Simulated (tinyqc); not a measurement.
Worked calculation: extended Hueckel theory, for SiH3. Computed by tinyqc, a small Python program that keeps every step (integrals from PySCF). Settings: charge = 0, K = 1.5, weighted = 1, multiplicity = 2. Command: `OMP_NUM_THREADS=1 python tinyqc.py 27935 27936 out.jsonl` (the two numbers bound the seeds that draw the settings). One thread of a shared host (Intel(R) Xeon(R) Processor @ 2.60GHz), about 0.01 s of CPU time with the checks.

## Overlaps

Geometry (angstrom):
```
atom        x        y       z
Si     0.0000   0.0000  0.0990
H      1.5450   0.0000  0.0000
H     -0.7730   1.3380  0.0000
H     -0.7730  -1.3380  0.0000
```

Parameters chosen for this run:
```
element  shell  Slater exponent  H_ii (eV)
Si          3s           1.3830   -17.3000
Si          3p           1.3830    -9.2000
H           1s           1.3000   -13.6000
```

Slater orbitals, each expanded in six Gaussians scaled to its exponent.

overlap S, order 1Si 3s, 1Si 3px, 1Si 3py, 1Si 3pz, 2H 1s, 3H 1s, 4H 1s:
$$\begin{pmatrix}
1.0000 & 0.0000 & 0.0000 & 0.0000 & 0.3907 & 0.3907 & 0.3907 \\
0.0000 & 1.0000 & 0.0000 & 0.0000 & 0.4994 & -0.2498 & -0.2498 \\
0.0000 & 0.0000 & 1.0000 & 0.0000 & 0.0000 & 0.4324 & -0.4324 \\
0.0000 & 0.0000 & 0.0000 & 1.0000 & -0.0320 & -0.0320 & -0.0320 \\
0.3907 & 0.4994 & 0.0000 & -0.0320 & 1.0000 & 0.0307 & 0.0307 \\
0.3907 & -0.2498 & 0.4324 & -0.0320 & 0.0307 & 1.0000 & 0.0307 \\
0.3907 & -0.2498 & -0.4324 & -0.0320 & 0.0307 & 0.0307 & 1.0000
\end{pmatrix}$$

## Wolfsberg-Helmholz matrix

diagonal H_ii (eV): 1Si 3s -17.3000, 1Si 3px -9.2000, 1Si 3py -9.2000, 1Si 3pz -9.2000, 2H 1s -13.6000, 3H 1s -13.6000, 4H 1s -13.6000

K = 1.5000

H_ij = K' S_ij (H_ii + H_jj)/2 for i != j (the diagonal keeps H_ii), with K' = K + D^2 + D^4 (1 - K), D = (H_ii - H_jj)/(H_ii + H_jj), K = 1.5.

H (eV), order 1Si 3s, 1Si 3px, 1Si 3py, 1Si 3pz, 2H 1s, 3H 1s, 4H 1s:
$$\begin{pmatrix}
-17.3000 & 0.0000 & 0.0000 & 0.0000 & -9.1412 & -9.1393 & -9.1393 \\
0.0000 & -9.2000 & 0.0000 & 0.0000 & -8.7482 & 4.3756 & 4.3756 \\
0.0000 & 0.0000 & -9.2000 & 0.0000 & 0.0000 & -7.5738 & 7.5738 \\
0.0000 & 0.0000 & 0.0000 & -9.2000 & 0.5606 & 0.5604 & 0.5604 \\
-9.1412 & -8.7482 & 0.0000 & 0.5606 & -13.6000 & -0.6258 & -0.6258 \\
-9.1393 & 4.3756 & -7.5738 & 0.5604 & -0.6258 & -13.6000 & -0.6263 \\
-9.1393 & 4.3756 & 7.5738 & 0.5604 & -0.6258 & -0.6263 & -13.6000
\end{pmatrix}$$

## Orbitals

valence electrons = 7

Solve H C = S C e through S^(-1/2); fill by pairs from the bottom, a degenerate level sharing its electrons equally; each orbital has its largest coefficient positive (the first on a tie).

orbital energies (eV): [-18.9831, -14.2204, -14.2198, -9.2333, -0.5472, -0.5366, -0.3979]

occupations: [2.0000, 2.0000, 2.0000, 1.0000, 0.0000, 0.0000, 0.0000]

coefficients, order 1Si 3s, 1Si 3px, 1Si 3py, 1Si 3pz, 2H 1s, 3H 1s, 4H 1s:
$$\begin{pmatrix}
0.6901 & 0.0000 & 0.0000 & 0.0856 & 0.0000 & 0.0039 & 1.1310 \\
0.0000 & 0.3154 & 0.0000 & 0.0000 & 0.0000 & 1.2367 & -0.0044 \\
0.0000 & 0.0000 & 0.3154 & 0.0000 & 1.2363 & 0.0000 & 0.0000 \\
0.0032 & 0.0000 & 0.0000 & 0.9938 & 0.0000 & -0.0005 & -0.1324 \\
0.2246 & 0.6410 & 0.0000 & -0.0416 & 0.0000 & -0.8446 & -0.7064 \\
0.2246 & -0.3206 & 0.5553 & -0.0416 & -0.7290 & 0.4187 & -0.7106 \\
0.2246 & -0.3206 & -0.5553 & -0.0416 & 0.7290 & 0.4187 & -0.7106
\end{pmatrix}$$

sum of one-electron energies = -104.0799 eV

## Mulliken analysis

P = C n C^T; charge = valence electrons (Si 4, H 1) minus the sum of (P S)_ii on the atom; overlap population = 2 sum P_ij S_ij between two atoms.

charges: 1Si 0.6861, 2H -0.2286, 3H -0.2288, 4H -0.2288

Overlap populations:
```
pair      value
2-1    0.645926
3-1    0.645805
3-2   -0.018920
4-1    0.645805
4-2   -0.018920
4-3   -0.018940
```
